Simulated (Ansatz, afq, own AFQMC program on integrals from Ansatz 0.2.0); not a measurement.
# Cl, doublet in aug-cc-pVDZ, levels against full CI

A free Cl atom.

Basis aug-cc-pVDZ. Only valence electrons are correlated. AFQMC by an in-house program on the Cholesky factors that Ansatz 0.2.0 writes for its CCSD(T) run. The CISD trial takes its coefficients from CCSD amplitudes. Released means that phaseless walkers are propagated on without the constraint, phases kept. Free projection: walkers drawn from exp(T), propagated without any constraint. Its projection time is finite, and what remains of the start isn't in its error. Error bars are statistical, one sigma.

Determinant: UHF, the one that the program's search chose, which needn't be the lowest solution.

Full CI on the same integrals is exact in this basis and with this determinant's frozen core.

The T1 diagnostic is 0.0068 and the weight of the determinant in the CISD state is 0.941. The ⟨S²⟩ of the determinant is 0.757 and the size of the correlated space is 7 electrons in 22 orbitals.

Reference: full CI, correlation energy -3.809 eV. The released energy is read at 1.50 1/Eh (meV from the phaseless value at times in 1/Eh: -0.4 ± 1.1 at 0.24, -2.1 ± 1.3 at 0.50, -3.5 ± 0.7 at 1.00, -3.4 ± 1.2 at 1.50).

| level | E − E(reference) (mEh) | share of correlation (%) |
| --- | --- | --- |
| HF | 140.00 | 0.00 |
| MP2 | 20.63 | 85.26 |
| CCSD | 2.85 | 97.97 |
| CCSD(T) | 0.56 | 99.60 |
| CCSDT | 0.20 | 99.85 |
| CCSDT(Q) | 0.02 | 99.98 |
| CCSDTQ | 0.00 | 100.00 |
| ph-AFQMC/HF | 2.27 ± 0.46 | 98.38 |
| ph-AFQMC/CISD | 0.18 ± 0.04 | 99.87 |
| released AFQMC | 0.06 ± 0.04 | 99.96 |
| free AFQMC | -0.03 ± 0.05 | 100.02 |

CCSDT and higher add their correlation energy to the determinant of the CCSD(T) run, since their own runs factorise the integrals more tightly (a shift of under 2 meV). Free projections are given only where their last times agree within the noise and don't stop above the reference; a slow remainder of the start can still hide under it. A walk keeps the symmetry of its determinant, which the program's search chose and which needn't be the lowest solution, so a lower state of the same spin and another symmetry isn't excluded. Released energies are given only where the last usable release times agree within the noise; a slower fall can still hide under it.
